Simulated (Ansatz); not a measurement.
**Ladder of methods for the lattice constant a of rock-salt HfN**

Reference value: 4.524 Å (measured, room temperature, not corrected to a static lattice; as tabulated in Seo, Lee, Wen, Petrov, Greene, Gall, J. Appl. Phys. 96, 878 (2004)).

```csv
level (code),value (Å),difference (%)
LDA (Ansatz),4.468,-1.24
PBE (Ansatz),4.547,+0.51
PBE-D3(BJ) (Ansatz),4.517,-0.15
HSE06 (Ansatz),4.521,-0.07
Hartree–Fock (Ansatz),4.581,+1.26
```

The reference is not for a static lattice or low temperature, so close values are not ranked against it. Off by more than 1.25 %, or 1.75 % on the side where a correction would as a rule narrow the miss (bounds picked here): Hartree–Fock (+1.26 %).

The reference isn't brought to a static lattice, while the calculations are for one, so the differences are not the levels' errors alone. A static lattice is as a rule a little smaller than the measured one.  Density-functional levels without +SOC have no spin–orbit coupling. Cutoffs and k meshes differ between the levels. Ansatz's density-functional and Hartree–Fock values are scalar-relativistic unless marked +SOC, with PAW data made under PBE.

Differences are worked out from the printed values.

Ansatz is a first-principles code.
